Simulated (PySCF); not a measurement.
A geometry optimisation, step by step.

Species: C4H11OP.
Bonds: C1–C2, C2–P3, P3–O4 (double), P3–C5, C5–C6. Hydrogens: H7, H8, H9 on C1; H10, H11 on C2; H12 on P3; H13, H14 on C5; H15, H16, H17 on C6.

Method: PBE0-D3(BJ)/def2-SVP geometry optimisation, gas phase (PySCF); density fitting, grid level 1; the optimiser is geomeTRIC in internal coordinates, started from a GFN2-xTB structure. 7 of its 8 geometries are shown. The frame can shift and turn from step to step; on so coarse a grid that alone can change the energy by a few meV, and forces under 0.02 eV/Å are noise.

Step 0: E = -15645.6642 eV, largest atomic force 2.201 eV/Å
```
atom  x, y, z in Å  |  force x, y, z in eV/Å
C1     -2.302    0.365   -0.106    0.236  -0.453   0.174
C2     -1.545   -0.885    0.310    0.304   0.437  -0.212
P3      0.237   -0.870   -0.113   -1.122   1.315   0.549
O4      0.911   -2.147    0.134    1.117  -1.841   0.455
C5      1.019    0.560    0.730    0.158  -0.493  -0.396
C6      2.488    0.596    0.336   -0.368  -0.016   0.179
H7     -1.989    1.224    0.483    0.071   0.422   0.196
H8     -3.371    0.225    0.037   -0.421   0.040   0.024
H9     -2.123    0.584   -1.157   -0.028   0.186  -0.447
H10    -1.611   -1.057    1.389    0.013  -0.117   0.256
H11    -1.951   -1.775   -0.181   -0.019  -0.264  -0.092
H12     0.247   -0.482   -1.457   -0.115   0.406  -0.712
H13     0.515    1.489    0.465   -0.294   0.342  -0.056
H14     0.913    0.394    1.806   -0.126  -0.030   0.269
H15     2.587    0.769   -0.735    0.153   0.099  -0.390
H16     3.020    1.382    0.867    0.219   0.294   0.154
H17     2.950   -0.362    0.568    0.224  -0.327   0.051
```

Step 1: E = -15645.7611 eV, largest atomic force 0.231 eV/Å
```
atom  x, y, z in Å  |  force x, y, z in eV/Å
C1     -2.083    0.458    0.217   -0.032   0.081  -0.042
C2     -1.330   -0.802    0.606   -0.026  -0.157   0.052
P3      0.426   -0.857    0.128    0.092   0.081  -0.196
O4      1.121   -2.157    0.392   -0.057   0.086  -0.018
C5      1.231    0.584    0.898   -0.060   0.039   0.145
C6      2.710    0.647    0.549    0.046  -0.015  -0.048
H7     -1.755    1.333    0.799    0.004  -0.030  -0.018
H8     -3.165    0.339    0.387    0.030   0.002   0.009
H9     -1.946    0.698   -0.851   -0.015  -0.005   0.033
H10    -1.364   -0.989    1.694    0.002   0.003  -0.044
H11    -1.766   -1.699    0.131    0.003   0.043   0.030
H12     0.363   -0.446   -1.253   -0.004  -0.097   0.118
H13     0.695    1.505    0.606    0.021  -0.060   0.010
H14     1.090    0.455    1.988    0.013   0.032  -0.060
H15     2.860    0.840   -0.525    0.001   0.000   0.024
H16     3.222    1.446    1.107   -0.021  -0.018  -0.004
H17     3.195   -0.312    0.784    0.002   0.016   0.010
```

Step 2: E = -15645.7634 eV, largest atomic force 0.038 eV/Å
```
atom  x, y, z in Å  |  force x, y, z in eV/Å
C1     -2.086    0.453    0.219   -0.008   0.016  -0.002
C2     -1.328   -0.807    0.604   -0.006  -0.037  -0.001
P3      0.428   -0.851    0.118    0.013   0.009  -0.016
O4      1.125   -2.149    0.383    0.005   0.012  -0.009
C5      1.229    0.589    0.897   -0.016  -0.001   0.024
C6      2.710    0.650    0.553    0.011  -0.007  -0.017
H7     -1.751    1.328    0.796    0.006  -0.001  -0.003
H8     -3.164    0.335    0.401    0.001   0.002   0.011
H9     -1.961    0.692   -0.850   -0.006  -0.008   0.002
H10    -1.354   -0.993    1.691    0.002   0.003  -0.001
H11    -1.765   -1.705    0.135    0.002   0.007  -0.004
H12     0.360   -0.454   -1.260    0.002  -0.009   0.020
H13     0.694    1.507    0.602    0.010   0.005  -0.006
H14     1.086    0.462    1.984   -0.008  -0.001  -0.011
H15     2.866    0.842   -0.520   -0.001   0.002   0.004
H16     3.218    1.449    1.113   -0.002   0.004   0.003
H17     3.195   -0.308    0.793   -0.004   0.004   0.006
```

Step 4: E = -15645.7640 eV, largest atomic force 0.073 eV/Å
```
atom  x, y, z in Å  |  force x, y, z in eV/Å
C1     -2.094    0.428    0.235    0.017  -0.032   0.015
C2     -1.315   -0.828    0.598    0.013   0.055  -0.007
P3      0.438   -0.840    0.094   -0.031  -0.021   0.063
O4      1.159   -2.125    0.352    0.020  -0.025   0.001
C5      1.217    0.608    0.881    0.024  -0.004  -0.048
C6      2.706    0.668    0.563   -0.015   0.003   0.039
H7     -1.740    1.305    0.797    0.002   0.008  -0.002
H8     -3.163    0.306    0.459   -0.005  -0.001   0.005
H9     -2.009    0.663   -0.838   -0.005  -0.002  -0.009
H10    -1.319   -1.016    1.684   -0.007  -0.015   0.009
H11    -1.751   -1.727    0.133    0.006  -0.013  -0.016
H12     0.360   -0.447   -1.280   -0.013   0.035  -0.046
H13     0.688    1.524    0.571   -0.001   0.011  -0.006
H14     1.055    0.485    1.965   -0.010  -0.001   0.024
H15     2.883    0.850   -0.508    0.000  -0.001  -0.010
H16     3.200    1.473    1.127    0.003   0.006  -0.004
H17     3.185   -0.286    0.825    0.003  -0.003  -0.010
```

Step 5: E = -15645.7638 eV, largest atomic force 0.077 eV/Å
```
atom  x, y, z in Å  |  force x, y, z in eV/Å
C1     -2.102    0.402    0.251    0.018  -0.039   0.012
C2     -1.302   -0.847    0.593    0.017   0.075   0.005
P3      0.447   -0.828    0.075   -0.028  -0.023   0.053
O4      1.189   -2.103    0.323    0.012  -0.028   0.002
C5      1.209    0.626    0.867    0.036  -0.009  -0.046
C6      2.703    0.686    0.573   -0.021   0.008   0.045
H7     -1.738    1.284    0.799   -0.001   0.008  -0.001
H8     -3.163    0.271    0.509   -0.005  -0.002   0.001
H9     -2.053    0.633   -0.825   -0.004   0.001  -0.007
H10    -1.289   -1.041    1.679   -0.012  -0.021   0.005
H11    -1.733   -1.748    0.127    0.009  -0.017  -0.016
H12     0.355   -0.430   -1.297   -0.016   0.035  -0.043
H13     0.685    1.541    0.544   -0.006   0.006  -0.004
H14     1.030    0.509    1.949   -0.009   0.005   0.023
H15     2.898    0.857   -0.497    0.002  -0.001  -0.010
H16     3.186    1.498    1.137    0.002   0.005  -0.005
H17     3.179   -0.265    0.852    0.005  -0.004  -0.014
```

Step 6: E = -15645.7639 eV, largest atomic force 0.051 eV/Å
```
atom  x, y, z in Å  |  force x, y, z in eV/Å
C1     -2.107    0.386    0.260    0.008  -0.023   0.004
C2     -1.295   -0.857    0.592    0.011   0.048   0.013
P3      0.451   -0.822    0.067   -0.010  -0.011   0.019
O4      1.204   -2.093    0.306    0.002  -0.013   0.000
C5      1.206    0.636    0.860    0.025  -0.011  -0.019
C6      2.702    0.696    0.577   -0.014   0.007   0.025
H7     -1.742    1.271    0.803   -0.001   0.003   0.000
H8     -3.164    0.248    0.533   -0.002  -0.001  -0.001
H9     -2.074    0.616   -0.817   -0.002   0.002  -0.002
H10    -1.276   -1.058    1.676   -0.010  -0.015  -0.001
H11    -1.719   -1.759    0.122    0.008  -0.010  -0.009
H12     0.349   -0.417   -1.304   -0.010   0.018  -0.018
H13     0.684    1.549    0.530   -0.006   0.000  -0.003
H14     1.019    0.523    1.941   -0.005   0.007   0.010
H15     2.904    0.862   -0.492    0.001   0.000  -0.005
H16     3.180    1.512    1.139    0.001   0.002  -0.003
H17     3.178   -0.253    0.864    0.003  -0.002  -0.009
```

Step 7: E = -15645.7641 eV, largest atomic force under 0.02 eV/Å
```
atom  x, y, z in Å  |  force x, y, z in eV/Å
C1     -2.111    0.377    0.266   -0.004   0.000  -0.003
C2     -1.291   -0.862    0.593    0.002   0.004   0.011
P3      0.453   -0.818    0.065    0.008   0.003  -0.011
O4      1.209   -2.089    0.297   -0.005   0.005  -0.003
C5      1.207    0.640    0.858    0.004  -0.008   0.010
C6      2.703    0.704    0.578   -0.001   0.003  -0.003
H7     -1.750    1.264    0.808    0.000  -0.002   0.001
H8     -3.166    0.232    0.541    0.001   0.000   0.000
H9     -2.082    0.608   -0.811    0.000   0.001   0.002
H10    -1.272   -1.072    1.676   -0.003  -0.005  -0.004
H11    -1.708   -1.764    0.116    0.003   0.000  -0.002
H12     0.343   -0.406   -1.304    0.000  -0.003   0.007
H13     0.683    1.552    0.525   -0.003  -0.004  -0.002
H14     1.018    0.530    1.940    0.000   0.005  -0.004
H15     2.905    0.867   -0.492    0.000   0.002   0.001
H16     3.178    1.522    1.138   -0.001  -0.001   0.001
H17     3.181   -0.244    0.865    0.000   0.000  -0.001
```

**Question.** Summarise the path.

**Answer.** The energy falls by 9.64 kJ/mol from step 0 to step 7; nine tenths of that is first reached at step 1. It rises by more than 0.2 meV at step 5. The largest force goes from 2.201 to under 0.02 eV/Å. Among the bonds P3–H12 changes most, from 1.399 to 1.435 Å; the atoms move by 0.112 Å rms after alignment.

**Question.** Follow the three bonds and two angles with the largest change from start to end.

**Answer.** 
```tsv
step	E above end (kJ/mol)	largest force (eV/Å)	P3–H12 (Å)	P3=O4 (Å)	C1–H9 (Å)	P3–C5–C6 (°)	O4–P3–H12 (°)
0	9.64	2.201	1.399	1.465	1.088	108.1	113.6
1	0.29	0.231	1.442	1.498	1.103	111.4	115.8
2	0.06	0.038	1.436	1.497	1.102	111.3	115.6
3	0.03	0.033	1.434	1.496	1.102	111.2	115.5
4	0.01	0.073	1.432	1.496	1.102	111.1	115.3
5	0.03	0.077	1.432	1.496	1.101	111.0	115.3
6	0.02	0.051	1.433	1.496	1.102	111.0	115.4
7	0.00	under 0.02	1.435	1.496	1.102	111.1	115.5
```

What follows is the cost of the whole optimisation. On one thread, x86-64 server, on a shared host, this took 42 s wall.
